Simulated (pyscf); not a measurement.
Thermochemistry of product channels of `[CH3][Si]([Cl])([Cl])[Cl]` + `[H]` [doublet] on the doublet surface, in kcal/mol, from ωB97M-D3(BJ)/def2-TZVP energies (ideal gas, 1 atm, RRHO with modes under 100 cm⁻¹ raised to 100, one conformer, R ln 2 for rigid chiral ones). Single points on ωB97X-D3(BJ)/def2-SVP structures (PySCF, gas phase).

```json
[
 {"products": "`[CH2][Si]([Cl])([Cl])[Cl]` [doublet] + `[H][H]`", "ΔE": "…", "ΔH(298 K)": "-0.1", "ΔG(298 K)": "-2.5", "ΔG(1200 K)": "…"},
 {"products": "`[CH2]` [triplet] + `[Cl][Si]([Cl])[Cl]` [doublet] + `[H][H]`", "ΔE": "…", "ΔH(298 K)": "+102.7", "ΔG(298 K)": "+89.8", "ΔG(1200 K)": "+51.1"},
 {"products": "`[CH4]` + `[Cl][Si]([Cl])[Cl]` [doublet]", "ΔE": "-13.4", "ΔH(298 K)": "-9.3", "ΔG(298 K)": "-12.3", "ΔG(1200 K)": "-17.2"}
]
```

Question: Fill in the missing entries.

Answer: 
- `[CH2][Si]([Cl])([Cl])[Cl]` [doublet] + `[H][H]`, ΔE: +1.6
- `[CH2][Si]([Cl])([Cl])[Cl]` [doublet] + `[H][H]`, ΔG(1200 K): -10.7
- `[CH2]` [triplet] + `[Cl][Si]([Cl])[Cl]` [doublet] + `[H][H]`, ΔE: +107.5

These are energies of the channels, which say nothing of barriers.
